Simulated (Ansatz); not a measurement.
How basis sets differ on SiS (SMILES [Si-]#[S+])

SiS, singlet, SMILES `[Si-]#[S+]`. Each level relaxes the structure for itself.

Quantity: the equilibrium bond length, in Å. The values are calculated.

Measured value to compare with: Huber and Herzberg, Constants of Diatomic Molecules gives the equilibrium bond length of the gas as 1.929 Å.

| level | kind | program | value (Å) | computed − measured |
| --- | --- | --- | --- | --- |
| HF/STO-3G | Hartree–Fock | Ansatz | 1.861 | -0.068 |
| HF/3-21G | Hartree–Fock | Ansatz | 1.995 | +0.066 |
| HF/6-31G* (Cartesian functions) | Hartree–Fock | Ansatz | 1.917 | -0.012 |
| HF/6-311G** (Cartesian d past Ne) | Hartree–Fock | Ansatz | 1.914 | -0.015 |
| HF/cc-pVTZ | Hartree–Fock | Ansatz | 1.917 | -0.012 |

Nearest: HF/6-31G* (Cartesian functions) (-0.012 Å); farthest: HF/STO-3G (-0.068 Å). Without the sets that lack polarisation functions the rows with a basis span only 1.914 to 1.917 Å.
